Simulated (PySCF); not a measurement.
Geometries of 2 isomers of [C5H7O]+ (charge +1), from PBE0-D3(BJ)/def2-SVP geometry optimisation, gas phase in PySCF 2.14.0. One conformer each, no zero-point energy, no frequencies.

Question: Which isomer lies lower at this level?
A.
```xyz
13
angstrom
C     -2.265    0.023    0.549
C     -1.231   -0.514   -0.099
C      0.054    0.214   -0.339
C      1.198   -0.510    0.456
C      2.451    0.141    0.308
O      3.405    0.708    0.160
H     -2.230    1.035    0.964
H     -3.198   -0.532    0.671
H     -1.303   -1.528   -0.510
H     -0.014    1.258    0.000
H      0.324    0.211   -1.406
H      0.990   -0.537    1.544
H      1.344   -1.555    0.119
```
B.
```xyz
13
angstrom
C     -1.926    0.530    1.197
O     -0.567    0.457    0.811
C     -0.351   -0.233   -0.350
C      1.084   -0.267   -0.628
C      2.352    0.085   -0.239
C      2.174   -0.619   -1.384
H     -1.960    1.097    2.134
H     -2.348   -0.476    1.368
H     -2.531    1.053    0.435
H     -0.842    0.206   -1.251
H     -0.695   -1.295   -0.331
H      3.011    0.577    0.480
H      2.597   -1.108   -2.265
```

Answer: A. That is `C=CCCC#[O+]`, 32.9 kcal/mol below the other.

| SMILES | atoms numbered as above | E (Eh) | relative (kcal/mol) | relative (kJ/mol) | dipole about centre of mass (D) |
| --- | --- | --- | --- | --- | --- |
| C=CCCC#[O+] | [CH2:1]=[CH:2][CH2:3][CH2:4][C:5]#[O+:6] | -269.13118 | 0.0 | 0.0 | 2.90 |
| COC[c+]1cc1 | [CH3:1][O:2][CH2:3][c+:4]1[cH:5][cH:6]1 | -269.07880 | 32.9 | 137.5 | 5.18 |

As drawn, the higher has a three-membered ring, which the lower lacks.
